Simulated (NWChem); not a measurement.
**SiH4 (silane): levels of theory compared**

Wanted: a comparison of 6 runs (M06-L/cc-pVTZ, PBE/cc-pVTZ, SVWN5/cc-pVTZ, r2SCAN/cc-pVTZ, revPBE/cc-pVTZ, CCSD(T)/cc-pVTZ) of SiH4 (silane). 

The results are computed with NWChem 7.3.0.

## 1. The molecule

SiH4 has 5 atoms, charge 0, and is taken as a singlet. SMILES: `[SiH4]`. The Si1–H5 distance was set to 2.672 Å, away from the relaxed value. At this shape a bond of the SMILES string is far longer than usual.

Bond lengths: Si1–H2 1.485 Å, Si1–H3 1.485 Å, Si1–H4 1.485 Å. Angles: H2–Si1–H3 109.5°, H2–Si1–H4 109.5°, H3–Si1–H4 109.5°.

## 2. The energy at M06-L/cc-pVTZ (run 1)

File h4si.nw:

```
start h4si
title "H4Si"
memory total 2200 mb
charge 0

geometry units angstrom noautosym nocenter noautoz
   Si   -0.374786   -1.106999    0.211172
   H     0.592814   -1.795399    1.102172
   H    -1.705786   -1.062099    0.867272
   H    -0.479886   -1.847299   -1.071328
   H     0.468500    1.383800   -0.264200
end

basis spherical bse
   * library cc-pVTZ
end

dft
   xc m06-l
   grid fine
   convergence energy 1e-08
   iterations 100
   mulliken
end

task dft
```

The run is started by

```
$ nwchem h4si.nw > h4si.out
```

Standard output:

```text
[...]
          Wavefunction type:  closed shell.
          No. of atoms     :     5
          No. of electrons :    18
[...]
          Charge           :     0
          Spin multiplicity:     1
[...]
          AO basis - number of functions:    90
[...]
              XC Information
              --------------
                        M06-L Method XC Functional
                         M06-L Exchange Functional  1.000
                       M06-L Correlation Potential  1.000
[...]
 d= 0,ls=0.0,diis     1   -291.7575763754 -3.11D+02  5.94D-03  1.34D-01     2.5
[...]
 d= 0,ls=0.0,diis    12   -291.7711801013 -3.26D-10  6.83D-08  3.02D-11    22.4
         Total DFT energy =     -291.771180101282
      One electron energy =     -440.340540041785
           Coulomb energy =      151.948474396056
    Exchange-Corr. energy =      -22.235576626185
 Nuclear repulsion energy =       18.856462170632
[...]
      Total Density - Mulliken Population Analysis
     ---------------------------------------------
    Atom       Charge   Shell Charges
 -----------   ------   -------------------------------------------------------
    1 Si  14    13.93   2.00  1.92  0.18  0.88  0.38  5.50  0.59  1.56  0.68  0.08  0.13  0.01
    2 H    1     0.97   0.25  0.54  0.16  0.00  0.01  0.00
    3 H    1     0.97   0.25  0.54  0.16  0.00  0.01  0.00
    4 H    1     0.97   0.25  0.54  0.16  0.00  0.01  0.00
    5 H    1     1.16   0.17  0.45  0.54 -0.00  0.00  0.00
[...]
```

It took 23 s on 1 thread of Intel Xeon Platinum 8375C at 2.90GHz (Ice Lake), shared host; peak memory 0.11 GiB.

## 3. The energy at PBE/cc-pVTZ (run 2)

File a.nw:

```
start a
title "H4Si PBE"
memory total 2200 mb
charge 0
geometry units angstroms noautosym nocenter noautoz
  Si   -0.374786   -1.106999    0.211172
  H     0.592814   -1.795399    1.102172
  H    -1.705786   -1.062099    0.867272
  H    -0.479886   -1.847299   -1.071328
  H     0.468500    1.383800   -0.264200
end
basis spherical bse
  Si library cc-pVTZ
  H library cc-pVTZ
end
dft
  xc xpbe96 cpbe96
  mult 1
  grid fine
  convergence energy 1e-08
  iterations 100
  mulliken
end
task dft
```

The run is started by

```
$ nwchem a.nw > a.out
```

Standard output:

```text
[...]
          Wavefunction type:  closed shell.
          No. of atoms     :     5
          No. of electrons :    18
[...]
          Charge           :     0
          Spin multiplicity:     1
[...]
          AO basis - number of functions:    90
[...]
              XC Information
              --------------
          PerdewBurkeErnzerhof Exchange Functional  1.000
            Perdew 1991 LDA Correlation Functional  1.000 local
           PerdewBurkeErnz. Correlation Functional  1.000 non-local
[...]
 d= 0,ls=0.0,diis     1   -291.5884718828 -3.10D+02  7.86D-03  2.18D-01     2.6
[...]
 d= 0,ls=0.0,diis    11   -291.6115219529 -1.28D-09  1.24D-07  1.40D-10    20.7
         Total DFT energy =     -291.611521952858
      One electron energy =     -440.325936872906
           Coulomb energy =      151.890617165166
    Exchange-Corr. energy =      -22.032664415749
 Nuclear repulsion energy =       18.856462170632
[...]
      Total Density - Mulliken Population Analysis
     ---------------------------------------------
    Atom       Charge   Shell Charges
 -----------   ------   -------------------------------------------------------
    1 Si  14    13.89   2.00  1.86  0.23  0.90  0.37  5.52  0.61  1.49  0.75  0.07  0.08  0.01
    2 H    1     1.00   0.24  0.52  0.22  0.00  0.02  0.00
    3 H    1     1.00   0.24  0.52  0.22  0.00  0.02  0.00
    4 H    1     1.00   0.24  0.52  0.22  0.00  0.02  0.00
    5 H    1     1.12   0.17  0.44  0.50 -0.00  0.00  0.00
[...]
```

It took 21 s on 1 thread of Intel Xeon Platinum 8375C at 2.90GHz (Ice Lake), shared host; peak memory 0.11 GiB.

Runs 3 to 5 aren't shown in full; the table further down has their settings and results.

## 4. The energy at CCSD(T)/cc-pVTZ (run 6)

File m1.nw:

```
start m1
title "H4Si ccsd(t)"
memory 2200 mb

geometry units angstrom noautosym nocenter noautoz
  Si      -0.374786      -1.106999       0.211172
  H        0.592814      -1.795399       1.102172
  H       -1.705786      -1.062099       0.867272
  H       -0.479886      -1.847299      -1.071328
  H        0.468500       1.383800      -0.264200
end

basis spherical bse
  Si library cc-pVTZ
  H library cc-pVTZ
end

scf
  thresh 1e-08
  maxiter 80
  print low
end

ccsd
  freeze core 5
  maxiter 60
end

task ccsd(t) energy
```

The run is started by

```
$ nwchem m1.nw > m1.out
```

Standard output:

```text
[...]
  functions       =    90
[...]
  wavefunction    = RHF
[...]
         Total SCF energy =   -291.122443543731
      One-electron energy =   -439.888447757653
      Two-electron energy =    129.909542043290
 Nuclear repulsion energy =     18.856462170632
        Time for solution =     15.6s
[...]
 Total MP2 energy:           -291.273342295815439
[...]
             energy      energy      error      ampl     ampl      Block
                                                time     time      time
[...]
 Total CCSD energy:           -291.316200468258160
[...]
 Total CCSD+T(CCSD) energy:           -291.324006720248292
[...]
 Total CCSD(T) energy:                -291.323425152882351
[...]
```

It took 1.8 min on 1 thread of Intel Xeon Platinum 8375C at 2.90GHz (Ice Lake), shared host; peak memory 0.14 GiB.

## 5. Overview of the runs

```tsv
run	level	integration grid	iteration cap	energy (Eh)	dipole moment (D)	HOMO energy (eV)	LUMO energy (eV)	wall time
1	M06-L/cc-pVTZ	fine	100	-291.771180	1.96	-6.54	-3.44	23 s
2	PBE/cc-pVTZ	fine	100	-291.611522	1.60	-6.40	-3.64	21 s
3	SVWN5/cc-pVTZ	fine	100	-290.563958	1.41	-6.46	-3.72	18 s
4	r2SCAN/cc-pVTZ	fine	100	-291.737195	1.73	-6.61	-3.56	23 s
5	revPBE/cc-pVTZ	fine	100	-291.716264	1.67	-6.37	-3.60	20 s
6	CCSD(T)/cc-pVTZ	–	80	-291.323425	–	–	–	1.8 min
```

## 6. Summary of results

| quantity | value |
| --- | --- |
| run 6: total energy | -291.32343 Eh |
| run 6: correlation energy (5 core orbitals frozen) | -201.0 mEh |
| run 6: (T) correction | -7.22 mEh |

**Reading.** Over runs 1, 2, 3, 4, 5 the dipole moment (its size) runs from 1.41 D (SVWN5/cc-pVTZ) to 1.96 D (M06-L/cc-pVTZ). Over runs 1, 2, 3, 4, 5 the HOMO–LUMO gap runs from 2.74 eV (SVWN5/cc-pVTZ) to 3.10 eV (M06-L/cc-pVTZ). Totals of different functionals can't be ranked against each other. In runs 1, 2, 3, 4, 5, 6 a closed-shell determinant meets a far-stretched bond, which it describes badly. All runs together took 3.6 min, the longest 1.8 min.
